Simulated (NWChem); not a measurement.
System: tetrafluoromethane (CF4); SMILES FC(F)(F)F

Output (shortened):

```
             Northwest Computational Chemistry Package (NWChem) 7.3.0
             --------------------------------------------------------

 C1  symmetry detected

                             Geometry "geometry" -> ""
                             -------------------------

 Output coordinates in angstroms (scale by  1.889725989 to convert to a.u.)

  No.       Tag          Charge          X              Y              Z
 ---- ---------------- ---------- -------------- -------------- --------------
    1 F                    9.0000    -0.72041704    -0.70429881    -0.84611380
    2 C                    6.0000     0.00000093     0.00000051    -0.00000143
    3 F                    9.0000     1.16410788    -0.58636179     0.17883220
    4 F                    9.0000     0.18763675     1.20887925    -0.48409942
    5 F                    9.0000    -0.63132822     0.08178100     1.15138197

 Effective nuclear repulsion energy (a.u.)     206.5833512650

                                 NWChem DFT Module
                                 -----------------

 Summary of "ao basis" -> "ao basis" (spherical)
 ------------------------------------------------------------------------------
       Tag                 Description            Shells   Functions and Types
 ---------------- ------------------------------  ------  ---------------------
 F                         def2-tzvpd               14       40   6s4p3d1f
 C                         def2-tzvpd               13       37   6s3p3d1f

            General Information
            -------------------
          SCF calculation type: DFT
          Wavefunction type:  closed shell.
          No. of atoms     :     5
          No. of electrons :    42
           Alpha electrons :    21
            Beta electrons :    21
          Charge           :     0
          Spin multiplicity:     1
          Use of symmetry is: off; symmetry adaption is: off
          Maximum number of iterations: 150
          AO basis - number of functions:   197
                     number of shells:    69
          Convergence on energy requested:  1.00D-06
          Convergence on density requested:  1.00D-05
          Convergence on gradient requested:  5.00D-04

              XC Information
              --------------
                  TPSS metaGGA Exchange Functional  1.000
             TPSS03 metaGGA Correlation Functional  1.000

             Grid Information
             ----------------
          Grid used for XC integration:  medium
          Radial quadrature: Mura-Knowles
          Angular quadrature: Lebedev.
          Tag              B.-S. Rad. Rad. Pts. Rad. Cut. Ang. Pts.
          ---              ---------- --------- --------- ---------
          F                   0.50       49          10.0       434
          C                   0.70       49           9.0       434
          Grid pruning is: on
          Number of quadrature shells:   245
          Spatial weights used:  Erf1

      Superposition of Atomic Density Guess
      -------------------------------------

 Sum of atomic energies:        -435.34436959

      Non-variational initial energy
      ------------------------------

 Total energy =    -436.757762
 1-e energy   =   -1018.818771
 2-e energy   =     375.477658
 HOMO         =      -0.591658
 LUMO         =       0.060426

------------------------------------------------------------
EAF file 0: "./job.aoints.0" size=1081081856 bytes
------------------------------------------------------------
               write      read    awrite     aread      wait
               -----      ----    ------     -----      ----
     calls:     2062         0         0         0         0
   data(b): 1.08e+09  0.00e+00  0.00e+00  0.00e+00
   time(s): 0.00e+00  0.00e+00  0.00e+00  0.00e+00  0.00e+00
rate(mb/s): 0.00e+00  0.00e+00
------------------------------------------------------------

     ---------------------------------------------
      Total Density - Mulliken Population Analysis
     ---------------------------------------------

    Atom       Charge   Shell Charges
 -----------   ------   -------------------------------------------------------
    1 F    9     9.41   0.77  1.20  0.61  1.00  0.31  0.02  2.33  2.31  0.83  0.02  0.00  0.01 -0.00  0.00
    2 C    6     4.37   0.85  1.13  0.43  0.41  0.01  0.01  0.68  0.64 -0.16  0.07  0.23  0.05  0.04
    3 F    9     9.41   0.77  1.20  0.61  1.00  0.31  0.02  2.33  2.31  0.83  0.02  0.00  0.01 -0.00  0.00
    4 F    9     9.41   0.77  1.20  0.61  1.00  0.31  0.02  2.33  2.31  0.83  0.02  0.00  0.01 -0.00  0.00
    5 F    9     9.41   0.77  1.20  0.61  1.00  0.31  0.02  2.33  2.31  0.83  0.02  0.00  0.01 -0.00  0.00

   convergence    iter        energy       DeltaE   RMS-Dens  Diis-err
 ---------------- ----- ----------------- --------- --------- ---------
 d= 0,ls=0.0,diis     1   -437.4977512508 -6.44D+02  7.71D-03  2.40D+00
 d= 0,ls=0.0,diis     2   -437.1612137303  3.37D-01  4.17D-03  7.41D+00
 d= 0,ls=0.0,diis     3   -437.7156456840 -5.54D-01  4.51D-04  4.17D-02
 d= 0,ls=0.0,diis     4   -437.7170790864 -1.43D-03  2.04D-04  1.56D-02
 d= 0,ls=0.0,diis     5   -437.7181435084 -1.06D-03  1.11D-05  2.84D-05
  Resetting Diis
 d= 0,ls=0.0,diis     6   -437.7181458297 -2.32D-06  9.30D-07  1.26D-07
 d= 0,ls=0.0,diis     7   -437.7181458393 -9.53D-09  1.51D-07  1.92D-09

         Total DFT energy =     -437.718145839261
      One electron energy =    -1018.365482051688
           Coulomb energy =      421.438306856628
    Exchange-Corr. energy =      -47.374321909234
 Nuclear repulsion energy =      206.583351265033

 Numeric. integr. density =       41.999998374067

                       DFT Final Molecular Orbital Analysis
                       ------------------------------------

 Vector   19  Occ=2.000000D+00  E=-3.869934D-01
              MO Center= -6.2D-02,  9.1D-02, -3.6D-01, r^2= 2.0D+00
   Bfn.  Coefficient  Atom+Function         Bfn.  Coefficient  Atom+Function
  ----- ------------  ---------------      ----- ------------  ---------------
     8      0.269928  1 F  py               126      0.257929  4 F  pz
    11      0.219580  1 F  py               129      0.209819  4 F  pz
    85     -0.192450  3 F  py               124      0.187548  4 F  px
     9     -0.182826  1 F  pz                88     -0.156553  3 F  py
   127      0.152566  4 F  px               165     -0.151669  5 F  py

 Vector   20  Occ=2.000000D+00  E=-3.869929D-01
              MO Center= -9.0D-02, -1.1D-02,  2.8D-02, r^2= 2.1D+00
   Bfn.  Coefficient  Atom+Function         Bfn.  Coefficient  Atom+Function
  ----- ------------  ---------------      ----- ------------  ---------------
   165     -0.248308  5 F  py                 7      0.230901  1 F  px
    85      0.216672  3 F  py               168     -0.201993  5 F  py
   124     -0.193840  4 F  px                10      0.187832  1 F  px
    88      0.176257  3 F  py               127     -0.157684  4 F  px
     9     -0.149127  1 F  pz               126      0.146279  4 F  pz

 Vector   21  Occ=2.000000D+00  E=-3.869921D-01
              MO Center=  1.5D-01, -8.0D-02,  3.3D-01, r^2= 2.0D+00
   Bfn.  Coefficient  Atom+Function         Bfn.  Coefficient  Atom+Function
  ----- ------------  ---------------      ----- ------------  ---------------
    86      0.315720  3 F  pz                89      0.256830  3 F  pz
   164     -0.249784  5 F  px               167     -0.203192  5 F  px
   124      0.183721  4 F  px                92      0.171268  3 F  pz
   165      0.153746  5 F  py               127      0.149452  4 F  px
   166     -0.147879  5 F  pz                 7      0.142771  1 F  px

 Vector   22  Occ=0.000000D+00  E= 9.008678D-05
              MO Center= -6.9D-07,  3.8D-06, -1.2D-05, r^2= 1.0D+01
   Bfn.  Coefficient  Atom+Function         Bfn.  Coefficient  Atom+Function
  ----- ------------  ---------------      ----- ------------  ---------------
    46      3.035821  2 C  s                 45      2.493943  2 C  s
     6     -1.167206  1 F  s                 83     -1.167139  3 F  s
   123     -1.167149  4 F  s                163     -1.167164  5 F  s
    44      0.535665  2 C  s                134      0.367445  4 F  py
    93      0.353835  3 F  px               175      0.349966  5 F  pz

 Vector   23  Occ=0.000000D+00  E= 4.562112D-02
              MO Center= -1.9D-01, -4.6D-02, -4.3D-01, r^2= 1.2D+01
   Bfn.  Coefficient  Atom+Function         Bfn.  Coefficient  Atom+Function
  ----- ------------  ---------------      ----- ------------  ---------------
     6      3.092365  1 F  s                123     -2.300180  4 F  s
    83     -1.134063  3 F  s                 54      1.007111  2 C  py
    53      0.990539  2 C  px               134      0.886335  4 F  py
    16      0.776366  1 F  px                17      0.772980  1 F  py
    18      0.603887  1 F  pz                93      0.605656  3 F  px

 Vector   24  Occ=0.000000D+00  E= 4.562136D-02
              MO Center=  4.3D-01,  1.1D-01, -8.5D-02, r^2= 1.2D+01
   Bfn.  Coefficient  Atom+Function         Bfn.  Coefficient  Atom+Function
  ----- ------------  ---------------      ----- ------------  ---------------
    83      2.896791  3 F  s                123     -2.578411  4 F  s
    54      0.971856  2 C  py               134      0.936922  4 F  py
     6     -0.922336  1 F  s                 93     -0.904424  3 F  px
    55     -0.765403  2 C  pz                53     -0.748764  2 C  px
    94      0.670136  3 F  py               163      0.603991  5 F  s

------------------------------------------------------------
EAF file 0: "./job.aoints.0" size=1304428544 bytes
------------------------------------------------------------
               write      read    awrite     aread      wait
               -----      ----    ------     -----      ----
     calls:     2488         6         0     14922     14922
   data(b): 1.30e+09  3.15e+06  0.00e+00  7.82e+09
   time(s): 0.00e+00  0.00e+00  0.00e+00  0.00e+00  0.00e+00
rate(mb/s): 0.00e+00  0.00e+00
------------------------------------------------------------

     ---------------------------------------------
      Total Density - Mulliken Population Analysis
     ---------------------------------------------

    Atom       Charge   Shell Charges
 -----------   ------   -------------------------------------------------------
    1 F    9     9.21   0.77  1.20  0.62  0.97  0.37  0.06  2.28  2.11  0.78  0.02  0.00  0.02 -0.01  0.00
    2 C    6     5.16   0.85  1.12  0.54  0.47 -0.08  0.01  1.17  0.85 -0.38  0.10  0.38  0.08  0.06
    3 F    9     9.21   0.77  1.20  0.62  0.97  0.37  0.06  2.28  2.11  0.78  0.02  0.00  0.02 -0.01  0.00
    4 F    9     9.21   0.77  1.20  0.62  0.97  0.37  0.06  2.28  2.11  0.78  0.02  0.00  0.02 -0.01  0.00
    5 F    9     9.21   0.77  1.20  0.62  0.97  0.37  0.06  2.28  2.11  0.78  0.02  0.00  0.02 -0.01  0.00

     -------------------------------------------
      Total Density - Lowdin Population Analysis
     -------------------------------------------

    Atom       Charge   Shell Charges
 -----------   ------   -------------------------------------------------------
    1 F    9     8.80   0.86  1.10  0.58  0.63  0.29  0.08  2.13  2.06  0.75  0.11  0.00  0.02  0.18  0.00
    2 C    6     6.81   0.91  1.03  0.30  0.18  0.09  0.05  0.99  0.87  0.33  0.16  1.18  0.38  0.36
    3 F    9     8.80   0.86  1.10  0.58  0.63  0.29  0.08  2.13  2.06  0.75  0.11  0.00  0.02  0.18  0.00
    4 F    9     8.80   0.86  1.10  0.58  0.63  0.29  0.08  2.13  2.06  0.75  0.11  0.00  0.02  0.18  0.00
    5 F    9     8.80   0.86  1.10  0.58  0.63  0.29  0.08  2.13  2.06  0.75  0.11  0.00  0.02  0.18  0.00

     Multipole analysis of the density
     ---------------------------------

     L   x y z        total         alpha         beta         nuclear
     -   - - -        -----         -----         ----         -------
     0   0 0 0     -0.000000    -21.000000    -21.000000     42.000000

     1   1 0 0      0.000009      0.000004      0.000004      0.000000
     1   0 1 0     -0.000007     -0.000003     -0.000003      0.000000
     1   0 0 1      0.000001      0.000000      0.000000      0.000000

     2   2 0 0    -18.960191    -46.568057    -46.568057     74.175922
     2   1 1 0      0.000004      0.000002      0.000002      0.000000
     2   1 0 1      0.000001      0.000001      0.000001     -0.000000
     2   0 2 0    -18.960195    -46.568113    -46.568113     74.176031
     2   0 1 1     -0.000023     -0.000012     -0.000012     -0.000000
     2   0 0 2    -18.960179    -46.567914    -46.567914     74.175648
```

Level: TPSS/def2-TZVPD. All runs use the structure optimised with PBE0/def2-SVP.

Question: Which NWChem input produces such a log?

Answer: One answer among several that fit: the input that was run:
```
start job
memory heap 200 mb stack 900 mb global 1100 mb
geometry units angstroms noautoz
  F     -0.891122    -0.754919     0.605759
  C     -0.000001     0.000000    -0.000002
  F      0.866233    -0.763868    -0.630154
  F     -0.605276     0.783630    -0.866323
  F      0.630165     0.735159     0.890717
end
basis spherical
  * library def2-tzvpd
end
dft
  xc xtpss03 ctpss03
  iterations 150
  semidirect filesize 400000000
  mulliken
end
task dft energy
```
